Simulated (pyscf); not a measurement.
Structures and frequencies: ωB97X-D3(BJ)/def2-SVP in PySCF.

### Question
For the elementary gas-phase step `[SeH2]` + `[GeH2]` [singlet] → `[GeH2]=[Se]` + `[H][H]` (singlet surface; H–Se, H–Se broken, Ge–Se, H–H formed), what barrier and reaction energy does ωB97M-D3(BJ)/def2-TZVP give, measured from the separated reactants?

### Answer
ΔE‡ = 27.1 kcal/mol, ΔE = -21.6 kcal/mol. Zero-point energy shifts the barrier by +1.0 kcal/mol. It is a concerted two-bond exchange, with an imaginary mode of 1139i cm⁻¹. On the reactant side the descent ends in an adduct with a Ge–Se contact, 20.1 kcal/mol under the separated species and 42.3 kcal/mol under the saddle at ωB97X-D3(BJ)/def2-TZVP. What is counted as formed (Ge–Se) is already present as a longer contact in the reactant adduct; forming that adduct is a step of its own. At ωB97X-D3(BJ)/def2-TZVP the barrier from the zero used here is 22.2 kcal/mol. This is the saddle that the search found; another between the same sides may lie lower. Elements up to Kr have no core potential and no relativistic terms here.
